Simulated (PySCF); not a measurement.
**Property card for `CN(C)P(C)C`**

Compound: C₄H₁₂NP.
Atom-mapped SMILES: `[CH3:1][N:2]([CH3:3])[P:4]([CH3:5])[CH3:6]` (hydrogens: H7, H8, H9 on C1; H10, H11, H12 on C3; H13, H14, H15 on C5; H16, H17, H18 on C6)

From PBE0-D3(BJ)/def2-SVP geometry optimisation, gas phase (PySCF):

```
Rotational constants A, B, C : 3.747, 2.423, 1.678 GHz
```

CAM-B3LYP/def2-SVPD ground state and vertical TDDFT (core frozen in the response) (PySCF):

```
Dipole moment                                                     : 0.78 D
HOMO energy                                                       : -6.91 eV
LUMO energy                                                       : 1.42 eV
HOMO–LUMO gap                                                     : 8.33 eV
Lowest singlet excitation                                         : 5.63 eV (220 nm, f = 0.125)
Static isotropic polarisability                                   : 87.2 au
Electronic spatial extent ⟨r²⟩ about the centre of nuclear charge : 828 bohr²
```

Monoisotopic mass from the formula: 105.0707 u.

No computed singlet falls in the visible range (750 to 380 nm, 1.65 to 3.26 eV); S1 lies 2.37 eV above its blue end. S1 lies 2.70 eV below the HOMO–LUMO gap. The dipole equals about 2.6 × 10⁻³⁰ C·m (1 D = 3.33564 × 10⁻³⁰ C·m). The polarisability is 12.92 Å³ as a volume (1 au = 0.148185 Å³), or 1.50 au for each of the 58 electrons. In wavenumbers S1 is 45400 cm⁻¹ (1 eV = 8065.54 cm⁻¹). With B = h/(8π²I), that is 505.379 GHz u Å² over I, the principal moments of inertia are 134.9, 208.6 and 301.2 u Å² (most abundant isotopes). The principal polarisabilities are 74.6, 90.1 and 96.9 au; their mean is the isotropic value.

Shape of the structure used: `[CH3:1][N:2]([CH3:3])[P:4]([CH3:5])[CH3:6]`: C1–N2–P4–C5 -65°.

One conformer stands for the species.
